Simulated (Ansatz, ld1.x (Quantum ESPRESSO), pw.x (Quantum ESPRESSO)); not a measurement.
## Equation-of-state test of one ultrasoft potential (Sn (Z = 50))

| Item | Value |
| --- | --- |
| Element | Sn |
| Generator | ld1.x (Quantum ESPRESSO) 7.5 |
| Type | ultrasoft |
| Functional | PBE |
| Relativity | scalar-relativistic |
| Frozen core | [Kr] 4d10 |
| Valence charge | 4 |
| Reference configuration | 5s2 5p2 |
| Partial waves | 5s (bound): rcut 1.90, rcutus 2.20 bohr; 5s channel at -0.3 Ry: rcut 1.90, rcutus 2.20 bohr; 5p (bound): rcut 2.35, rcutus 3.05 bohr; 5p channel at 0.35 Ry: rcut 2.35, rcutus 3.05 bohr; 5d channel at 0.1 Ry: rcut 2.65, rcutus 3.15 bohr; 5d channel at 0.95 Ry: rcut 2.65, rcutus 3.15 bohr |
| Local potential | all-electron potential smoothed inside 1.75 bohr (lloc = -2) |
| Core correction | none |
| Augmentation charge | PSQ, radius 1.70 bohr |

Atomic tests: cutoffs needed: 6 Ry and 8 Ry (the cutoffs (Ry, on a coarse ladder) from which the occupation-weighted sum of valence levels, in a spherical-Bessel basis at the reference potential, stays within 10 and 1 mRy of its value at 400 Ry); ghost test: no extra level below or beside the all-electron valence levels (s, p, d, f tested) (spherical-Bessel basis up to 400 Ry, 20 bohr box); largest excitation error: +102 meV (all-electron minus pseudo) for 5s0 5p4, out of 7 test configurations.

Crystal test: diamond Sn in pw.x 7.5, no spin, 8³ k-points, Fermi–Dirac smearing 0.01 Ry, cutoffs 40/320 Ry. The reference is all-electron LAPW (Ansatz 0.2.0) with the same functional, mesh and smearing; V0 and B0 come from Birch–Murnaghan fits to the pressures at five volumes. Errors are pseudo minus all-electron; Δ is the rms difference of the E(V) curves that follow from these fits, minima aligned, over ±6 % about the mean V0. Mesh and smearing are coarse, so the numbers serve the comparison and aren't converged zero-temperature values; the lattice is a test structure that the element need not adopt.

```tsv
V (Å³/atom)	P all-electron (GPa)	P pseudo (GPa)
34.936	2.25	3.03
35.856	1.13	1.87
36.775	0.16	0.83
37.694	-0.67	-0.05
38.614	-1.39	-0.86
```

All-electron: a0 = 6.661 Å (V0 = 36.95 Å³/atom), B0 = 35.1 GPa.

Pseudopotential: mean pressure error (GPa): +0.67; a0 (Å): 6.702; a0 error (%): +0.61; B0 error (%): -0.5; Δ (meV/atom): 5.2. The largest radius (3.15 bohr) exceeds half the bond length (2.72 bohr), so the spheres overlap, which is one possible source of error among others. This is a poor potential for the solid.

Question: At the middle volume, how do free energy and pressure move when the wave cutoff is lowered (ecutrho held at 320 Ry)?

Answer:

```csv
cutoff (Ry),shift of F (meV/atom),shift of P (GPa)
18,+1.4,-0.01
24,+0.9,-0.01
32,+0.1,-0.00
```

The run at the middle volume (29 k-points, 7 iterations) took about 13 s on one core of a shared host (Neoverse-V2, 96 threads, 742 GiB, load 74).
